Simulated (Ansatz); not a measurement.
The same path of CH₇BO (10 atoms, charge 0, multiplicity 1) was run twice with different band settings. The coordinate that changes most is the dihedral B1–O2–C3–H10.

Theory: RKS B3LYP-D4/def2-mTZVP (Ansatz 0.2.0).

Relaxed end points:

```xyz
10
Properties=species:S:1:pos:R:3
B -1.079 0.443 -0.697
O 0.535 0.048 -0.485
C 0.849 -0.606 0.768
H -1.614 -0.631 -0.712
H -1.053 1.027 -1.747
H -1.337 1.127 0.262
H 1.042 0.870 -0.562
H 0.291 -1.537 0.765
H 0.531 0.014 1.606
H 1.919 -0.806 0.805
```

```xyz
10
Properties=species:S:1:pos:R:3
B -1.047 0.613 -0.608
O 0.408 -0.211 -0.560
C 0.808 -0.677 0.753
H -1.839 -0.227 -0.280
H -1.097 0.955 -1.759
H -0.898 1.510 0.185
H 1.085 0.384 -0.916
H 1.771 -1.177 0.673
H 0.042 -1.379 1.064
H 0.851 0.159 1.450
```

Common settings: spring 5.0 eV/Å²; optimiser quadratic models (default); start path through a guess of the saddle point; force threshold 0.05 eV/Å; iteration limit 60; end points relaxed.

| run | movable images | climbing image |
| --- | --- | --- |
| 1 | 5 | yes |
| 2 | 8 | no |

Task: What does each run give, and how far can it be trusted?

Result: Run 1: converged after 7 iterations, highest image 0.074 eV above the first end. A vibrational analysis at the climbing image gives one clearly imaginary mode, 193i cm⁻¹: a first-order saddle point.
Run 2: converged after 7 iterations, highest image 0.072 eV above the first end. No image climbed, so the highest image needn't sit at the top of the path.
